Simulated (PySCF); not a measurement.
# SN⁻ (triplet) with other numerical set-ups

Aim: see how much the energy and properties of SN⁻ (triplet) depend on the numerical set-up.

Method: method and basis as typed in the scripts; program: PySCF 2.14.0.

5 further runs of the same task are left out: 5 that didn't finish.

### Step 1. The starting structure

SN⁻ (triplet): 2 atoms, charge -1, spin multiplicity 3.

Bond lengths: S1–N2 1.740 Å.

### Step 2. The base run

The input, input.py:

```python
from pyscf import gto, scf, ci

mol = gto.M(
    atom='S 0 0 0; N 0 0 1.74',
    basis='6-31+g*',
    charge=-1,
    spin=2,
    symmetry=True,
    verbose=4,
)
mf = scf.UHF(mol)
mf.kernel()
ci.CISD(mf, frozen=6).kernel()
mf.dip_moment()
print('orbital energies (hartree):', [e[max(0, n-3):n+3].round(4) for e, n in zip(mf.mo_energy, mol.nelec)])
```

Launch:

```
$ OMP_NUM_THREADS=1 python input.py
```

Its log is not repeated here.

It gives: E(SCF) = -451.936273 Eh, 14 cycles, E(CISD) − E(SCF) = -0.24531 Eh, ⟨S²⟩ = 2.051.

The bond length is a typed value, not an optimised one. The dipole of an ion depends on the origin. The triplet is typed in the script; nothing here shows that it is the ground state.

### Step 3. Def2-svp

Run 1 changes basis set: 6-31+g* → def2-svp.

input.py, as its differences from that of step 2:

```diff
@@ -4,3 +4,3 @@
     atom='S 0 0 0; N 0 0 1.74',
-    basis='6-31+g*',
+    basis='def2-svp',
     charge=-1,
```

Launch:

```
$ OMP_NUM_THREADS=1 python input.py
```

What it wrote, shortened:

```text
[lines on the frontier levels of each cycle are left out]
PySCF version 2.14.0

[INPUT] verbose = 4
[INPUT] num. atoms = 2
[INPUT] num. electrons = 24
[INPUT] charge = -1
[INPUT] spin (= nelec alpha-beta = 2S) = 2
[INPUT] symmetry True subgroup None
[INPUT] Mole.unit = angstrom
[INPUT] Symbol           X                Y                Z      unit          X                Y                Z       unit  Magmom
[INPUT]  1 S      0.000000000000   0.000000000000   0.000000000000 AA    0.000000000000   0.000000000000   0.000000000000 Bohr   0.0
[INPUT]  2 N      0.000000000000   0.000000000000   1.740000000000 AA    0.000000000000   0.000000000000   3.288123456743 Bohr   0.0

nuclear repulsion = 34.0619813925517
point group symmetry = Coov
symmetry origin: [0.         0.         1.00073323]
symmetry axis x: [1. 0. 0.]
symmetry axis y: [0. 1. 0.]
symmetry axis z: [0. 0. 1.]
num. orbitals of irrep A1 = 14
num. orbitals of irrep E1x = 7
num. orbitals of irrep E1y = 7
num. orbitals of irrep E2x = 2
num. orbitals of irrep E2y = 2
number of shells = 14
number of NR pGTOs = 60
number of NR cGTOs = 32
basis = def2-svp
ecp = {}

******** <class 'pyscf.scf.uhf_symm.SymAdaptedUHF'> ********
method = SymAdaptedUHF
initial guess = minao
damping factor = 0
level_shift factor = 0
DIIS = <class 'pyscf.scf.diis.CDIIS'>
diis_start_cycle = 1
diis_space = 8
diis_damp = 0
SCF conv_tol = 1e-09
SCF conv_tol_grad = None
SCF max_cycles = 50
direct_scf = True
direct_scf_tol = 1e-13
number electrons alpha = 13  beta = 11
Freeze 0 electrons in irreps []
    24 free electrons in irreps A1 E1x E1y E2x E2y
Set gradient conv threshold to 3.16228e-05
init E= -451.268243585842

cycle= 1 E= -451.706039421192  delta_E= -0.438  |g|= 0.17  |ddm|= 1.27
cycle= 2 E= -451.735805771961  delta_E= -0.0298  |g|= 0.0758  |ddm|= 0.271
cycle= 3 E= -451.746759179168  delta_E= -0.011  |g|= 0.0419  |ddm|= 0.147
cycle= 4 E= -451.751790249035  delta_E= -0.00503  |g|= 0.0212  |ddm|= 0.126
cycle= 5 E= -451.753465259576  delta_E= -0.00168  |g|= 0.0126  |ddm|= 0.0746
cycle= 6 E= -451.753904810463  delta_E= -0.00044  |g|= 0.00496  |ddm|= 0.0463
cycle= 7 E= -451.753971512313  delta_E= -6.67e-05  |g|= 0.00209  |ddm|= 0.0179
cycle= 8 E= -451.753983936514  delta_E= -1.24e-05  |g|= 0.00114  |ddm|= 0.00869
cycle= 9 E= -451.753988331384  delta_E= -4.39e-06  |g|= 0.000579  |ddm|= 0.00487
cycle= 10 E= -451.753989722376  delta_E= -1.39e-06  |g|= 0.000106  |ddm|= 0.00388
cycle= 11 E= -451.753989754121  delta_E= -3.17e-08  |g|= 2.13e-05  |ddm|= 0.000553
cycle= 12 E= -451.753989754728  delta_E= -6.08e-10  |g|= 6.87e-06  |ddm|= 4.96e-05
Extra cycle  E= -451.753989754785  delta_E= -5.64e-11  |g|= 3.75e-06  |ddm|= 1.23e-05
converged SCF energy = -451.753989754785  <S^2> = 2.039187  2S+1 = 3.0260119

******** <class 'pyscf.ci.ucisd.UCISD'> ********
CISD nocc = (np.int64(7), np.int64(5)), nmo = (26, 26)
frozen orbitals 6
max_cycle = 50
direct = 0
conv_tol = 1e-09
max_cycle = 50
max_space = 12
lindep = 0
nroots = 1
Init t2, MP2 energy = -0.234420787405784
UCISD converged
E(UCISD) = -451.9984098593865  E_corr = -0.2444201046019292

WARN: System has nonzero charge -1; the dipole moment is origin-dependent.
Location of origin: [0. 0. 0.]

Dipole moment(X, Y, Z, Debye):  0.00000,  0.00000, -3.07695
orbital energies (hartree): [array([-0.2325, -0.0677, -0.0677,  0.4786,  0.7838,  1.0719]), array([-0.1729, -0.0937, -0.0937,  0.4094,  0.4094,  0.5209])]
```

Run time: 0.89 s. Hardware: 1 thread of Arm Neoverse V2, shared host.

This run: E(SCF) = -451.753990 Eh (+4.9602 eV from the base), 12 cycles, E(CISD) − E(SCF) = -0.24442 Eh, ⟨S²⟩ = 2.039.

### Step 4. X2c-svpall (X2C on)

Run 2 changes basis set: 6-31+g* → x2c-svpall; spin-free X2C: off → on.

input.py, as its differences from that of step 2:

```diff
@@ -4,3 +4,3 @@
     atom='S 0 0 0; N 0 0 1.74',
-    basis='6-31+g*',
+    basis='x2c-svpall',
     charge=-1,
@@ -11,2 +11,3 @@
 mf = scf.UHF(mol)
+mf = mf.sfx2c1e()
 mf.kernel()
```

Launch:

```
$ OMP_NUM_THREADS=1 python input.py
```

What it wrote, shortened:

```text
[lines on the frontier levels of each cycle are left out]
[... 24 set-up lines left out, the same as in an earlier log ...]
number of shells = 6
[... 2 set-up lines left out, the same as in an earlier log ...]
basis = x2c-svpall
[... 2 set-up lines left out, the same as in an earlier log ...]
******** <class 'pyscf.x2c.sfx2c1e.sfX2C1eSymAdaptedUHF'> ********
method = sfX2C1eSymAdaptedUHF
[... 14 set-up lines left out, the same as in an earlier log ...]
******** <class 'pyscf.x2c.sfx2c1e.SpinFreeX2CHelper'> ********
approx = 1e
xuncontract = 1
[... 3 set-up lines left out, the same as in an earlier log ...]
init E= -452.37359521814

cycle= 1 E= -452.80273642895  delta_E= -0.429  |g|= 0.171  |ddm|= 1.27
cycle= 2 E= -452.832373058303  delta_E= -0.0296  |g|= 0.0754  |ddm|= 0.27
cycle= 3 E= -452.843201532561  delta_E= -0.0108  |g|= 0.0426  |ddm|= 0.144
cycle= 4 E= -452.848205276907  delta_E= -0.005  |g|= 0.0216  |ddm|= 0.126
cycle= 5 E= -452.849789540102  delta_E= -0.00158  |g|= 0.0147  |ddm|= 0.0664
cycle= 6 E= -452.850382742849  delta_E= -0.000593  |g|= 0.00513  |ddm|= 0.0534
cycle= 7 E= -452.850466782439  delta_E= -8.4e-05  |g|= 0.00212  |ddm|= 0.0211
cycle= 8 E= -452.850479854936  delta_E= -1.31e-05  |g|= 0.00116  |ddm|= 0.00892
cycle= 9 E= -452.850484458981  delta_E= -4.6e-06  |g|= 0.000588  |ddm|= 0.00501
cycle= 10 E= -452.850485903384  delta_E= -1.44e-06  |g|= 0.000107  |ddm|= 0.00397
cycle= 11 E= -452.850485935599  delta_E= -3.22e-08  |g|= 2.15e-05  |ddm|= 0.000555
cycle= 12 E= -452.850485936238  delta_E= -6.39e-10  |g|= 7.02e-06  |ddm|= 5.07e-05
Extra cycle  E= -452.850485936297  delta_E= -5.92e-11  |g|= 3.82e-06  |ddm|= 1.24e-05
converged SCF energy = -452.850485936297  <S^2> = 2.0393177  2S+1 = 3.0260983

******** <class 'pyscf.ci.ucisd.UCISD'> ********
CISD nocc = (np.int64(7), np.int64(5)), nmo = (26, 26)
frozen orbitals 6
max_cycle = 50
direct = 0
conv_tol = 1e-09
max_cycle = 50
max_space = 12
lindep = 0
nroots = 1
Init t2, MP2 energy = -0.234751658606476
UCISD converged
E(UCISD) = -453.0951640051025  E_corr = -0.2446780688055665
Dipole moment(X, Y, Z, Debye):  0.00000,  0.00000, -3.09349
orbital energies (hartree): [array([-0.2318, -0.0669, -0.0669,  0.4788,  0.7938,  1.0722]), array([-0.172 , -0.0928, -0.0928,  0.4101,  0.4101,  0.5212])]
```

Run time: 1 s. Hardware: 1 thread of Arm Neoverse V2, shared host.

Result: E(SCF) = -452.850486 Eh, 12 cycles, E(CISD) − E(SCF) = -0.24468 Eh, ⟨S²⟩ = 2.039.

### Step 5. Lanl2dz (core potential on)

Run 3 changes basis set: 6-31+g* → lanl2dz; core potential: off → on; frozen orbitals: 6 → 1. The core potential changes with it: totals don't compare.

input.py, as its differences from that of step 2:

```diff
@@ -4,3 +4,4 @@
     atom='S 0 0 0; N 0 0 1.74',
-    basis='6-31+g*',
+    basis='lanl2dz',
+    ecp={'S': 'lanl2dz'},
     charge=-1,
@@ -12,3 +13,3 @@
 mf.kernel()
-ci.CISD(mf, frozen=6).kernel()
+ci.CISD(mf, frozen=1).kernel()
 mf.dip_moment()
```

Launch:

```
$ OMP_NUM_THREADS=1 python input.py
```

What it wrote, shortened:

```text
[lines on the frontier levels of each cycle are left out]
[... 4 set-up lines left out, the same as in an earlier log ...]
[INPUT] num. electrons = 14
[... 8 set-up lines left out, the same as in an earlier log ...]
nuclear repulsion = 12.7732430222069
[... 5 set-up lines left out, the same as in an earlier log ...]
num. orbitals of irrep A1 = 9
num. orbitals of irrep E1x = 4
num. orbitals of irrep E1y = 4
number of shells = 9
number of NR pGTOs = 37
number of NR cGTOs = 17
basis = lanl2dz
ecp = {'S': 'lanl2dz'}
[... 15 set-up lines left out, the same as in an earlier log ...]
number electrons alpha = 8  beta = 6
[... 1 set-up line left out, the same as in an earlier log ...]
    14 free electrons in irreps A1 E1x E1y
[... 1 set-up line left out, the same as in an earlier log ...]
init E= -62.0930198843171

cycle= 1 E= -63.8240273790232  delta_E= -1.73  |g|= 0.699  |ddm|= 2.31
cycle= 2 E= -63.9065613989848  delta_E= -0.0825  |g|= 0.767  |ddm|=  1.5
cycle= 3 E= -64.2483224172877  delta_E= -0.342  |g|= 0.143  |ddm|= 0.817
cycle= 4 E= -64.2737560672203  delta_E= -0.0254  |g|= 0.0725  |ddm|= 0.237
cycle= 5 E= -64.2919931981875  delta_E= -0.0182  |g|= 0.0262  |ddm|= 0.304
cycle= 6 E= -64.2942446497924  delta_E= -0.00225  |g|= 0.0186  |ddm|= 0.0827
cycle= 7 E= -64.295289866693  delta_E= -0.00105  |g|= 0.00559  |ddm|= 0.083
cycle= 8 E= -64.2953868079796  delta_E= -9.69e-05  |g|= 0.00331  |ddm|= 0.0211
cycle= 9 E= -64.2954327207344  delta_E= -4.59e-05  |g|= 0.00151  |ddm|= 0.0191
cycle= 10 E= -64.2954408996858  delta_E= -8.18e-06  |g|= 0.000922  |ddm|= 0.0139
cycle= 11 E= -64.2954424929278  delta_E= -1.59e-06  |g|= 0.000172  |ddm|= 0.00401
cycle= 12 E= -64.2954425321943  delta_E= -3.93e-08  |g|= 4.06e-05  |ddm|= 0.00068
cycle= 13 E= -64.2954425357062  delta_E= -3.51e-09  |g|= 4.53e-06  |ddm|= 0.000198
cycle= 14 E= -64.2954425357555  delta_E= -4.93e-11  |g|= 1.08e-06  |ddm|= 2.1e-05
Extra cycle  E= -64.2954425357571  delta_E= -1.62e-12  |g|= 5.08e-07  |ddm|= 2.13e-06
converged SCF energy = -64.2954425357571  <S^2> = 2.043473  2S+1 = 3.0288433

******** <class 'pyscf.ci.ucisd.UCISD'> ********
CISD nocc = (np.int64(7), np.int64(5)), nmo = (16, 16)
frozen orbitals 1
max_cycle = 50
direct = 0
conv_tol = 1e-09
max_cycle = 50
max_space = 12
lindep = 0
nroots = 1
Init t2, MP2 energy = -0.105005276523312
UCISD converged
E(UCISD) = -64.41474663163322  E_corr = -0.1193040958761078

WARN: System has nonzero charge -1; the dipole moment is origin-dependent.
Location of origin: [0. 0. 0.]

Dipole moment(X, Y, Z, Debye):  0.00000,  0.00000, -3.10287
orbital energies (hartree): [array([-0.2348, -0.0818, -0.0818,  0.4235,  0.8807,  0.8807]), array([-0.1696, -0.1098, -0.1098,  0.3802,  0.3802,  0.4685])]
```

Wall time 0.72 s (1 thread of Arm Neoverse V2, shared host).

This run: E(SCF) = -64.295443 Eh, 14 cycles, E(CISD) − E(SCF) = -0.11930 Eh, ⟨S²⟩ = 2.043.

### Step 6. All runs together

| run | E(SCF) (hartree) | from base (eV) | cycles | gap, α spin (eV) | functions | after the SCF |
| --- | --- | --- | --- | --- | --- | --- |
| base | -451.936273 | 0 | 14 | 9.28 | 40 | CISD correlation -6.675 eV, core frozen |
| def2-svp | -451.753990 | +4.9602 | 12 | 14.87 | 32 | CISD correlation -6.651 eV, core frozen |
| x2c-svpall (X2C on) | -452.850486 | not comparable | 12 | 14.85 | 32 | CISD correlation -6.658 eV, core frozen |
| lanl2dz (core potential on) | -64.295443 | not comparable | 14 | 13.75 | 17 | CISD correlation -3.246 eV, core frozen |

Wall time on 1 thread of Arm Neoverse V2, shared host, start-up included: base 1.3 s; def2-svp 0.89 s; x2c-svpall (X2C on) 1 s; lanl2dz (core potential on) 0.72 s.

**Reading.** def2-svp (32 functions) gives an energy 4.96 eV higher than 6-31+g* (40).
